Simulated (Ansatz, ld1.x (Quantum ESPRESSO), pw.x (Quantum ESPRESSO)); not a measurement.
# iron: one change to the ultrasoft potential, in the atom and in the bcc crystal

```json
{"Element": "Fe (Z = 26)", "Generator": "ld1.x (Quantum ESPRESSO) 7.5", "Type": "ultrasoft", "Functional": "PBEsol", "Relativity": "scalar-relativistic", "Frozen core": "[Ne] 3s2", "Valence charge": "14", "Reference configuration": "3p6 3d6 4s2 4p0", "Partial waves": "4s (bound): rcut 1.70, rcutus 2.35 bohr; 4s channel at 0.85 Ry: rcut 1.70, rcutus 2.35 bohr; 3p (bound): rcut 1.20, rcutus 1.35 bohr; 4p (bound, empty): rcut 1.20, rcutus 1.35 bohr; 3d (bound): rcut 1.40, rcutus 1.50 bohr; 3d channel at 0.2 Ry: rcut 1.40, rcutus 1.50 bohr", "Local potential": "all-electron potential smoothed inside 1.50 bohr (lloc = -1)", "Core correction": "none", "Augmentation charge": "PSQ, inside the norm-conserving radii"}
```

Change: reference 3p6 3d6 4s1.75 4p0.25.

Cutoffs, loose and tight: the cutoffs (Ry, on a coarse ladder) from which the occupation-weighted sum of valence levels, in a spherical-Bessel basis at the reference potential, stays within 10 and 1 mRy of its value at 400 Ry. They do not see the model core or the augmentation charge, which bear on the density cutoff. Test errors are all-electron minus pseudo excitation energies from the reference, over the configurations 3p6 3d6 4s1 4p0; 3p6 3d6 4s0 4p0; 3p6 3d5 4s0 4p0; 3p6 3d7 4s0 4p0; 3p6 3d6 4s0 4p1; 3p6 3d7 4s1 4p0; 3p6 3d6 4s0 4p2; variants that change the core or the reference have their own tests.

Crystal test: bcc Fe in pw.x 7.5, no spin, 17³ k-points, Fermi–Dirac smearing 0.01 Ry, cutoffs set for each file from its atomic test. The reference is all-electron LAPW (Ansatz 0.2.0) with the same functional, mesh and smearing; V0 and B0 come from Birch–Murnaghan fits to the pressures at five volumes. Errors are pseudo minus all-electron; Δ is the rms difference of the E(V) curves that follow from these fits, minima aligned, over ±6 % about the mean V0. Mesh and smearing are coarse, so the numbers serve the comparison and aren't converged zero-temperature values; the lattice is a test structure that the element need not adopt. Spin polarisation and strong correlation are left out, which matters for this element.

All-electron: a0 = 2.728 Å (V0 = 10.15 Å³/atom), B0 = 292.0 GPa.

Question: Does the change bring the crystal closer to the all-electron result?

Answer: The mean pressure error goes from +5.29 to +1.36 GPa, so the change moves the solid closer to the all-electron pressures.

| quantity | base | changed |
| --- | --- | --- |
| outcome (atom) | generated | generated |
| cutoff, loose (atom) | 50 Ry | 60 Ry |
| cutoff, tight (atom) | 90 Ry | 100 Ry |
| bound ghosts (atom) | none | none |
| largest test error (meV) (atom) | +42 over the solved tests; 1 of 7 tests not solved or not reliable | +149 over the solved tests; 1 of 7 tests not solved or not reliable |
| cutoffs in pw.x (Ry) | 110/880 | 120/900 |
| a0 (Å) | 2.744 | 2.732 |
| a0 error (%) | +0.58 | +0.16 |
| B0 error (%) | -1.1 | -1.8 |
| Δ (meV/atom) | 11.4 | 3.0 |
| mean pressure error (GPa) | +5.29 | +1.36 |

Base: The largest radius (2.35 bohr) exceeds half the bond length (2.23 bohr), so the spheres overlap, which is one possible source of error among others. This is a poor potential for the solid. Atomic configuration tests: 1 of 7 tests not solved or not reliable. Changed file: The largest radius (2.35 bohr) exceeds half the bond length (2.23 bohr), so the spheres overlap, which is one possible source of error among others. Atomic configuration tests: 1 of 7 tests not solved or not reliable. The atomic cutoffs weigh occupied waves only.
